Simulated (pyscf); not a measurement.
## Four-centre exchange: H₂N–Ga(NH₂)–NH₂ + water (H₂O) → ammonia (NH₃) + H₂N–Ga(NH₂)–OH

Gas phase, singlet surface, charge 0. Bonds broken: N1–Ga2, O11–H12. Bonds formed: N1–H12, Ga2–O11. Structures and frequencies: ωB97X-D3(BJ)/def2-SVP in PySCF.

Transition state (Å):

```xyz
13

N      1.8997     1.9368     0.8229
Ga     0.1467     1.0227     0.8236
N      0.1914    -0.7824     0.4698
N     -1.1925     2.2105     0.3675
H      2.7072     1.4112     0.4920
H      1.9604     2.8856     0.4583
H      0.4023    -1.4033     1.2456
H     -0.5524    -1.1884    -0.0886
H     -2.1259     1.8533     0.1882
H     -0.9798     2.9240    -0.3237
O      0.6740     1.2701     2.7616
H      1.5262     1.7771     2.1117
H      0.1417     1.9208     3.2358
```

One imaginary mode, 1032i cm⁻¹; descent along it reached the two sides named, in the forms told below.

| bond | change | reactant side (Å) | saddle | product side |
|---|---|---|---|---|
| N1–Ga2 | breaks | 1.872 | 1.977 | 2.095 |
| O11–H12 | breaks | 0.977 | 1.186 | 2.6 |
| N1–H12 | forms | 2.215 | 1.351 | 1.021 |
| Ga2–O11 | forms | 2.211 | 2.024 | 1.830 |

Electronic energies relative to the separated reactants (kJ/mol):

```tsv
level	barrier	reaction energy	reverse barrier
ωB97X-D3(BJ)/def2-TZVP	-27.7	-28.2	0.6
PBE/def2-TZVP	-35.4	-32.2	-3.2
r²SCAN/def2-TZVP	-39.4	-33.0	-6.4
B3LYP-D3(BJ)/def2-TZVP	-25.5	-31.2	5.8
PBE0-D3(BJ)/def2-TZVP	-34.2	-28.1	-6.1
M06-2X/def2-TZVP	-36.2	-30.0	-6.3
ωB97M-D3(BJ)/def2-TZVP	-24.2	-29.5	5.3
HF/def2-TZVP	27.2	-33.3	60.5
```

With ωB97M-D3(BJ)/def2-TZVP energies and thermal terms (ideal gas, 1 atm, RRHO with modes under 100 cm⁻¹ raised to 100, one conformer, R ln 2 for chiral ones without a mode under 150 cm⁻¹), in kJ/mol:

| T (K) | ΔH‡ | ΔG‡ | ΔH | ΔG |
|---|---|---|---|---|
| 298 | -27.7 | 24.5 | -27.4 | -25.4 |
| 600 | -28.7 | 78.2 | -29.0 | -22.6 |
| 900 | -26.7 | 131.2 | -29.9 | -19.2 |
| 1200 | -23.7 | 183.5 | -30.2 | -15.6 |

On the reactant side the descent ends in an adduct with a Ga–O contact, 54.0 kJ/mol under the separated species and 26.3 kJ/mol under the saddle at ωB97X-D3(BJ)/def2-TZVP. On the product side the descent ends in an adduct with a Ga–N contact, 90.3 kJ/mol under the separated species and 90.8 kJ/mol under the saddle at ωB97X-D3(BJ)/def2-TZVP. At ωB97X-D3(BJ), PBE, r²SCAN, B3LYP-D3(BJ), PBE0-D3(BJ), M06-2X, ωB97M-D3(BJ) the saddle lies under the separated reactants, which points to a path from their complex (located at ωB97X-D3(BJ) alone). At PBE, r²SCAN, PBE0-D3(BJ), M06-2X the saddle lies under the separated products, which points to a path from their complex (located at ωB97X-D3(BJ) alone). What is counted as formed (Ga–O) is already present as a longer contact in the reactant adduct; forming that adduct is a step of its own. What is counted as broken (Ga–N) persists as a longer contact in the product adduct; parting that adduct is a step of its own. This is the saddle that the search found; another between the same sides may lie lower. Elements up to Kr have no core potential and no relativistic terms here.
